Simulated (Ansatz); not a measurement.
Reaction: H5BSiO (SMILES [SiH3]OB) → H2BO (SMILES B[O], doublet) + SiH3 (SMILES [SiH3], doublet) (the O-Si bond breaks)
Each species at its own B3LYP-D3(BJ)/def2-TZVP minimum (Ansatz, an electronic-structure program).

Total energies in hartree (Ansatz). Open shells are spin-unrestricted; no spin-orbit coupling. Cores are frozen in correlated methods. No relativity.

```tsv
species	HF/cc-pV(T+d)Z	CCSD(T)/cc-pV(T+d)Z	HF/cc-pV(Q+d)Z	CCSD(T)/cc-pV(Q+d)Z	CCSD(T)/cc-pV(D+d)Z	CCSDT(Q)/cc-pV(D+d)Z
1: H5BSiO (SMILES BO[SiH3])	-391.52121	-392.03877	-391.53332	-392.08250	-391.88817	-391.88978
2: H2BO (SMILES B[O], doublet)	-100.73941	-101.07691	-100.74716	-101.10665	-100.97834	-100.98013
3: SiH3 (SMILES [SiH3], doublet)	-290.64257	-290.78856	-290.64619	-290.79897	-290.75358	-290.75426
```

Q: Work out the bond dissociation energy (electronic) in kJ/mol: take Hartree-Fock from cc-pV(Q+d)Z, extrapolate the CCSD(T) correlation energy as X^-3 (X = 3, 4), and add CCSDT(Q) - CCSD(T) in cc-pV(D+d)Z. 1 hartree = 2625.5 kJ/mol.

A: 
Species 1: correlation (64·(-0.54918) - 27·(-0.51756))/37 = -0.57225; step -0.00161; E1 = -391.53332 + (-0.57225) + (-0.00161) = -392.10718
Species 2: correlation (64·(-0.35949) - 27·(-0.33750))/37 = -0.37554; step -0.00179; E2 = -100.74716 + (-0.37554) + (-0.00179) = -101.12449
Species 3: correlation (64·(-0.15278) - 27·(-0.14599))/37 = -0.15773; step -0.00068; E3 = -290.64619 + (-0.15773) + (-0.00068) = -290.80460
-1·E1 +1·E2 +1·E3 = 0.17809 hartree = 467.6 kJ/mol.
